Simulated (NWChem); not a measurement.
# One shape, several levels: singlet CH3O+

Aim: a comparison of 6 runs (M06-L/def2-TZVPP, SVWN5/def2-TZVPP, TPSS/def2-TZVPP, r2SCAN/def2-TZVPP, revPBE/def2-TZVPP, CCSD(T)/def2-TZVPP) of singlet CH3O+. 

Program for the calculation: NWChem 7.3.0.

1 further run of the same task is left out (set aside as unsound or not needed).

**1. Starting point**

CH3O+ has 5 atoms, charge +1, and is taken as a singlet. As SMILES of the parent species, `[CH2]O`. The shape is that of a PBE0-D4/def2-TZVP optimisation. This is one conformer, not always the lowest. That shape belongs to the parent species and isn't relaxed for this state.

Bond lengths: C1–O2 1.357 Å, C1–H3 1.080 Å, C1–H4 1.084 Å, O2–H5 0.960 Å. Angles: C1–O2–H5 109.6°, O2–C1–H3 113.9°, O2–C1–H4 119.2°, H3–C1–H4 121.2°.

**2. The energy at M06-L/def2-TZVPP (run 1)**

File mol.nw:

```
start mol
memory total 2200 mb
charge 1

geometry noautosym nocenter noautoz
C     -0.327200    -0.313600     0.020200
O      0.269400     0.900700     0.120200
H     -1.375200    -0.266500    -0.236200
H      0.274300    -1.179600    -0.230000
H      1.208500     0.785300     0.284400
end

basis spherical bse
C library def2-TZVPP
O library def2-TZVPP
H library def2-TZVPP
end

dft
xc m06-l
grid fine
convergence energy 1e-08
maxiter 100
mulliken
end

task dft energy
```

On the command line:

```sh
$ nwchem mol.nw > mol.out
```

Log:

```text
[...]
          Wavefunction type:  closed shell.
          No. of atoms     :     5
          No. of electrons :    16
[...]
          Charge           :     1
          Spin multiplicity:     1
[...]
          AO basis - number of functions:   104
[...]
              XC Information
              --------------
                        M06-L Method XC Functional
                         M06-L Exchange Functional  1.000
                       M06-L Correlation Potential  1.000
[...]
 d= 0,ls=0.0,diis     1   -114.5689274914 -1.50D+02  1.80D-02  2.59D+00     1.4
[...]
 d= 0,ls=0.0,diis    11   -114.7963174672 -1.19D-09  2.38D-07  1.37D-09    16.6
         Total DFT energy =     -114.796317467217
      One electron energy =     -220.678025141919
           Coulomb energy =       85.183068756021
    Exchange-Corr. energy =      -14.745812174595
 Nuclear repulsion energy =       35.444451093276
[...]
      Total Density - Mulliken Population Analysis
     ---------------------------------------------
    Atom       Charge   Shell Charges
 -----------   ------   -------------------------------------------------------
    1 C    6     5.68   0.86  1.11  0.59  0.67  0.04  1.14  1.05  0.12  0.02  0.07  0.01
    2 O    8     8.01   0.79  1.18  0.62  0.96  0.29  1.83  1.85  0.47  0.00  0.02  0.00
    3 H    1     0.77   0.26  0.44  0.03  0.01  0.02  0.00
    4 H    1     0.76   0.26  0.42  0.04  0.01  0.02  0.00
    5 H    1     0.78   0.25  0.43  0.01  0.02  0.06  0.01
[...]
```

Wall time 17 s (1 thread of Intel Xeon 6975P-C (Granite Rapids), shared host); peak memory 0.12 GiB.

**3. The energy at SVWN5/def2-TZVPP (run 2)**

File struct.nw:

```
start struct
title "CH3O SVWN5"
memory stack 880 mb heap 220 mb global 1100 mb
charge 1
geometry units angstrom noautosym nocenter noautoz
  C       -0.327200      -0.313600       0.020200
  O        0.269400       0.900700       0.120200
  H       -1.375200      -0.266500      -0.236200
  H        0.274300      -1.179600      -0.230000
  H        1.208500       0.785300       0.284400
end
basis spherical bse
  * library def2-TZVPP
end
dft
  xc slater vwn_5
  grid fine
  convergence energy 1e-08
  maxiter 100
  mulliken
end
task dft energy
```

On the command line:

```sh
$ nwchem struct.nw > struct.out
```

Log:

```text
[...]
          Wavefunction type:  closed shell.
          No. of atoms     :     5
          No. of electrons :    16
[...]
          Charge           :     1
          Spin multiplicity:     1
[...]
          AO basis - number of functions:   104
[...]
              XC Information
              --------------
                        Slater Exchange Functional  1.000 local
                      VWN V Correlation Functional  1.000 local
[...]
 d= 0,ls=0.0,diis     1   -113.6442282144 -1.49D+02  1.96D-02  3.80D+00     1.0
[...]
 d= 0,ls=0.0,diis    11   -113.8923028169 -1.49D-10  3.43D-08  7.32D-11     8.5
         Total DFT energy =     -113.892302816933
      One electron energy =     -220.549484130660
           Coulomb energy =       84.975182049251
    Exchange-Corr. energy =      -13.762451828800
 Nuclear repulsion energy =       35.444451093276
[...]
      Total Density - Mulliken Population Analysis
     ---------------------------------------------
    Atom       Charge   Shell Charges
 -----------   ------   -------------------------------------------------------
    1 C    6     5.84   0.84  1.12  0.58  0.69  0.10  1.20  1.02  0.18  0.02  0.07  0.01
    2 O    8     7.95   0.78  1.18  0.61  0.91  0.29  1.88  1.72  0.54  0.00  0.02  0.00
    3 H    1     0.75   0.25  0.42  0.04  0.01  0.02  0.00
    4 H    1     0.74   0.25  0.41  0.05  0.01  0.02  0.00
    5 H    1     0.72   0.24  0.37  0.02  0.02  0.06  0.01
[...]
```

It took 9.3 s on 1 thread of Intel Xeon 6975P-C (Granite Rapids), shared host; peak memory 0.12 GiB.

Runs 3 to 4 aren't shown in full; the table further down has their settings and results.

**4. The energy at revPBE/def2-TZVPP (run 5)**

File nw.nw:

```
START nw
memory stack 880 mb heap 220 mb global 1100 mb
charge 1

GEOMETRY units angstroms noautosym nocenter noautoz
  C     -0.327200    -0.313600     0.020200
  O      0.269400     0.900700     0.120200
  H     -1.375200    -0.266500    -0.236200
  H      0.274300    -1.179600    -0.230000
  H      1.208500     0.785300     0.284400
END

BASIS spherical bse
  * library def2-TZVPP
END

DFT
  xc revpbe cpbe96
  grid fine
  convergence energy 1e-08
  maxiter 100
  mulliken
END

TASK dft energy
```

On the command line:

```sh
$ nwchem nw.nw > nw.out
```

Log:

```text
[...]
          Wavefunction type:  closed shell.
          No. of atoms     :     5
          No. of electrons :    16
[...]
          Charge           :     1
          Spin multiplicity:     1
[...]
          AO basis - number of functions:   104
[...]
              XC Information
              --------------
                        RevPBE Exchange Functional  1.000
            Perdew 1991 LDA Correlation Functional  1.000 local
           PerdewBurkeErnz. Correlation Functional  1.000 non-local
[...]
 d= 0,ls=0.0,diis     1   -114.5484230331 -1.50D+02  1.92D-02  2.68D+00     1.3
[...]
 d= 0,ls=0.0,diis    11   -114.7866916989 -2.43D-10  3.09D-08  3.63D-11    11.3
         Total DFT energy =     -114.786691698906
      One electron energy =     -220.610893725219
           Coulomb energy =       85.098116723068
    Exchange-Corr. energy =      -14.718365790031
 Nuclear repulsion energy =       35.444451093276
[...]
      Total Density - Mulliken Population Analysis
     ---------------------------------------------
    Atom       Charge   Shell Charges
 -----------   ------   -------------------------------------------------------
    1 C    6     5.69   0.86  1.11  0.59  0.62  0.08  1.17  1.01  0.16  0.02  0.07  0.01
    2 O    8     7.99   0.79  1.17  0.61  0.94  0.26  1.86  1.79  0.52  0.00  0.03  0.00
    3 H    1     0.81   0.27  0.44  0.06  0.01  0.03  0.00
    4 H    1     0.81   0.27  0.44  0.07  0.01  0.03  0.00
    5 H    1     0.71   0.26  0.34  0.02  0.02  0.05  0.01
[...]
```

It took 12 s on 1 thread of Intel Xeon 6975P-C (Granite Rapids), shared host; peak memory 0.12 GiB.

**5. A single-point energy at CCSD(T)/def2-TZVPP (run 6)**

File a.xyz:

```xyz
5
CH3O energy
C     -0.327200    -0.313600     0.020200
O      0.269400     0.900700     0.120200
H     -1.375200    -0.266500    -0.236200
H      0.274300    -1.179600    -0.230000
H      1.208500     0.785300     0.284400
```

File a.nw:

```
start a
title "CH3O energy"
memory total 2200 mb
charge 1

geometry units angstrom noautosym nocenter noautoz
 load a.xyz
end

basis spherical bse
 * library def2-TZVPP
end

scf
 singlet
 rhf
 thresh 1e-08
 maxiter 80
end

ccsd
 freeze core 2
 maxiter 60
end

task ccsd(t) energy
```

On the command line:

```sh
$ nwchem a.nw > a.out
```

Log:

```text
[...]
  functions       =   104
[...]
  wavefunction    = RHF
[...]
         Total SCF energy =   -114.186009141140
      One-electron energy =   -220.523514993667
      Two-electron energy =     70.893054759251
 Nuclear repulsion energy =     35.444451093276
        Time for solution =     12.0s
[...]
 Total MP2 energy:           -114.571667094821336
[...]
             energy      energy      error      ampl     ampl      Block
                                                time     time      time
[...]
 Total CCSD energy:           -114.587617107451436
[...]
 Total CCSD+T(CCSD) energy:           -114.606046495457463
[...]
 Total CCSD(T) energy:                -114.604070378898527
[...]
```

Wall time 2.3 min (1 thread of Intel Xeon 6975P-C (Granite Rapids), shared host); peak memory 0.23 GiB.

**6. All runs side by side**

```
run               level  integration grid  iteration cap  energy (Eh)  HOMO energy (eV)  LUMO energy (eV)  HOMO–LUMO gap (eV)  wall time
  1    M06-L/def2-TZVPP              fine            100  -114.796317            -17.52            -12.01                5.52       17 s
  2    SVWN5/def2-TZVPP              fine            100  -113.892303            -17.28            -12.50                4.78      9.3 s
  3     TPSS/def2-TZVPP              fine            100  -114.834801            -17.44            -12.02                5.42       17 s
  4   r2SCAN/def2-TZVPP              fine            100  -114.749823            -17.63            -11.98                5.65       15 s
  5   revPBE/def2-TZVPP              fine            100  -114.786692            -17.25            -12.18                5.07       12 s
  6  CCSD(T)/def2-TZVPP                 –             80  -114.604070            -23.26             -6.35               16.91    2.3 min
```

**7. Summary of results**

| quantity | value |
| --- | --- |
| run 6: total energy | -114.60407 Eh |
| run 6: HOMO energy (Hartree–Fock orbitals) | -23.26 eV |
| run 6: LUMO energy (Hartree–Fock orbitals) | -6.35 eV |
| run 6: HOMO–LUMO gap (Hartree–Fock orbitals) | 16.91 eV |
| run 6: correlation energy (2 core orbitals frozen) | -418.1 mEh |
| run 6: (T) correction | -16.45 mEh |

**Reading.** Over runs 1, 2, 3, 4, 5 the HOMO–LUMO gap runs from 4.78 eV (SVWN5/def2-TZVPP) to 5.65 eV (r2SCAN/def2-TZVPP). Totals of different functionals can't be ranked against each other. All runs together took 3.5 min, the longest 2.3 min.
